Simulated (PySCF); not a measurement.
**Changing the system itself: AlF**

One physical setting of the base script is moved in each run, with the edits that it forces.

The runs use PySCF 2.14.0; method and basis as typed in the scripts.

1 further run of the same task is left out (it didn't finish).

## Step 1: The starting structure

AlF: 2 atoms, charge 0, spin multiplicity 1.

Bond lengths: Al1–F2 1.466 Å.

## Step 2: The run that the others are compared with

File input.py:

```python
from pyscf import gto, scf

mol = gto.M(
    atom='Al 0 0 0; F 0 0 1.466',
    basis='6-31+g*',
    charge=0,
    spin=0,
    symmetry=True,
    verbose=4,
)
mf = scf.RHF(mol)
mf.kernel()
mf.analyze()
print('orbital energies (hartree):', mf.mo_energy[..., max(0, mol.nelec[1]-3):mol.nelec[0]+3].round(4))
```

Launch:

```
$ OMP_NUM_THREADS=1 python input.py
```

The log of this run is left out.

Base result: E(SCF) = -341.384410 Eh, 8 cycles, μ = 0.33 D.

The bond length is a typed value, not an optimised one.

## Step 3: Bond 25 Å

Variant 1 changes bond length: 1.466 Å → 25 Å.

File input.py:

```python
from pyscf import gto, scf

mol = gto.M(
    atom='Al 0 0 0; F 0 0 25',
    basis='6-31+g*',
    charge=0,
    spin=0,
    symmetry=True,
    verbose=4,
)
mf = scf.RHF(mol)
mf.kernel()
mf.analyze()
print('orbital energies (hartree):', mf.mo_energy[..., max(0, mol.nelec[1]-3):mol.nelec[0]+3].round(4))
```

Launch:

```
$ OMP_NUM_THREADS=1 python input.py
```

## Step 4: Bond 1.642 Å

Variant 2 changes bond length: 1.466 Å → 1.642 Å.

input.py: that of step 2 with these lines changed.

```diff
@@ -3,3 +3,3 @@
 mol = gto.M(
-    atom='Al 0 0 0; F 0 0 1.466',
+    atom='Al 0 0 0; F 0 0 1.642',
     basis='6-31+g*',
```

## Step 5: Charge +1 (doublet, UHF)

Variant 3 changes charge: 0 → 1; spin (2S): 0 → 1; SCF type: RHF → UHF.

File input.py:

```python
from pyscf import gto, scf

mol = gto.M(
    atom='Al 0 0 0; F 0 0 1.466',
    basis='6-31+g*',
    charge=1,
    spin=1,
    symmetry=True,
    verbose=4,
)
mf = scf.UHF(mol)
mf.kernel()
mf.analyze()
print('orbital energies (hartree):', [e[max(0, n-3):n+3].round(4) for e, n in zip(mf.mo_energy, mol.nelec)])
```

## Step 6: Electric field 0.005 a.u.

Variant 4 changes electric field: none → 0.005 a.u.; point-group symmetry: on → off.

input.py: that of step 2 with these lines changed.

```diff
@@ -7,3 +7,2 @@
     spin=0,
-    symmetry=True,
     verbose=4,
@@ -11,2 +10,7 @@
 mf = scf.RHF(mol)
+field = 0.005  # electric field along z, atomic units
+h = mf.get_hcore() + field*mol.intor('int1e_r')[2]
+mf.get_hcore = lambda *args: h
+e_nuc = mol.energy_nuc() - field*mol.atom_charges() @ mol.atom_coords()[:, 2]
+mf.energy_nuc = lambda *args: e_nuc
 mf.kernel()
```

## Step 7: Electric field -0.01 a.u.

Variant 5 changes electric field: none → -0.01 a.u.; point-group symmetry: on → off.

input.py: that of step 2 with these lines changed.

```diff
@@ -7,3 +7,2 @@
     spin=0,
-    symmetry=True,
     verbose=4,
@@ -11,2 +10,7 @@
 mf = scf.RHF(mol)
+field = -0.01  # electric field along z, atomic units
+h = mf.get_hcore() + field*mol.intor('int1e_r')[2]
+mf.get_hcore = lambda *args: h
+e_nuc = mol.energy_nuc() - field*mol.atom_charges() @ mol.atom_coords()[:, 2]
+mf.energy_nuc = lambda *args: e_nuc
 mf.kernel()
```

What does the calculation give? Wanted: for each run, E(SCF); from base; gap, α spin; SCF dipole.

**Answer**, as computed:

```
                      run  E(SCF) (hartree)  from base (eV)  cycles  gap, α spin (eV)  SCF dipole (D)
                     base       -341.384410               0       8              9.76            0.33
  bond 25 Å (poor choice)       -341.090848         +7.9882      13              0.69          120.05
             bond 1.642 Å       -341.414317         -0.8138       8              9.99            1.32
 charge +1 (doublet, UHF)       -341.080691         +8.2646      10             12.94             n/a
electric field 0.005 a.u.       -341.384157         +0.0069       8              9.82            0.08
electric field -0.01 a.u.       -341.387328         -0.0794       8              9.35            1.15
```

The largest comparable shift of the SCF energy, +7.988 eV, comes with the run “bond 25 Å”. At the SCF level, going to the doublet with one electron fewer costs 8.26 eV at fixed geometry, against 8.80 eV for the negative of the highest filled level. With bond 25 Å the frontier gap moves by over 1.5 eV, which can mean another electronic state rather than the bond length alone. Rows marked «poor choice» come from settings spoiled on purpose.
